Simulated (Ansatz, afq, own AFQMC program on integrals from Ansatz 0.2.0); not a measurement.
## AlO, doublet: AFQMC among the cluster methods

```yaml
atoms:
  - { symbol: Al, position_ang: [0.0000, 0.0000, 0.0000] }
  - { symbol: O, position_ang: [0.0000, 0.0000, 1.6200] }
```

Basis 6-31G. Noble-gas cores (and the filled d shells of Ga–Kr and In–Xe) are frozen. Integrals, coupled cluster, full CI and functionals: Ansatz 0.2.0; the random walks run on the same integrals in our own AFQMC program. The CISD trial takes its coefficients from CCSD amplitudes. Released means that phaseless walkers are propagated on without the constraint, phases kept. Free projection: walkers drawn from exp(T), propagated without any constraint. Its projection time is finite, and what remains of the start isn't in its error. ± is one standard error of the sampling.

Determinant: UHF, the one that the program's search chose, which needn't be the lowest solution. The geometry is a PBE0/def2-TZVP stationary point of this or a neighbouring charge and spin state.

Full CI on the same integrals is exact in this basis and with this determinant's frozen core.

Cautions: an unrestricted solution with more broken spin lies lower (176 meV, ⟨S²⟩ 0.90); strong correlation (T1 0.117, weight of the determinant 0.68, largest double 0.12); the released energies are still falling, so no released level is given (meV from the phaseless value at times in 1/Eh: -11 ± 3 at 0.24, -13 ± 4 at 0.51, -19 ± 4 at 0.99, -23 ± 5 at 1.62, -27 ± 5 at 2.40).

```
T1 diagnostic                               : 0.1171
weight of the determinant in the CISD state : 0.681
⟨S²⟩ of the determinant                     : 0.786
size of the correlated space                : 9 electrons in 16 orbitals
```

```json
{"level": "MP2", "correlation energy (eV)": "-3.5487"}
{"level": "CCSD", "correlation energy (eV)": "-4.5165"}
{"level": "CCSD(T)", "correlation energy (eV)": "-4.6504"}
```

(1) Estimate where free-projection AFQMC lies against CCSD(T) on the same integrals.

(1) 2.27 ± 0.21 kcal/mol below CCSD(T).

Reference: full CI, correlation energy -4.761 eV. The cautions show a poor starting determinant, so the rows tell how each method copes with it here, and full CI is the sure value.

```
        level  E − E(reference) (kcal/mol)  share of correlation (%)
      CCSD(T)                         2.56                     97.67
  ph-AFQMC/HF                  7.17 ± 0.56                     93.47
ph-AFQMC/CISD                  1.57 ± 0.11                     98.57
   free AFQMC                  0.29 ± 0.21                     99.73
```

Free projections are given only where their last times agree within the noise and don't stop above the reference; a slow remainder of the start can still hide under it. A walk keeps the symmetry of its determinant, which the program's search chose and which needn't be the lowest solution, so a lower state of the same spin and another symmetry isn't excluded.
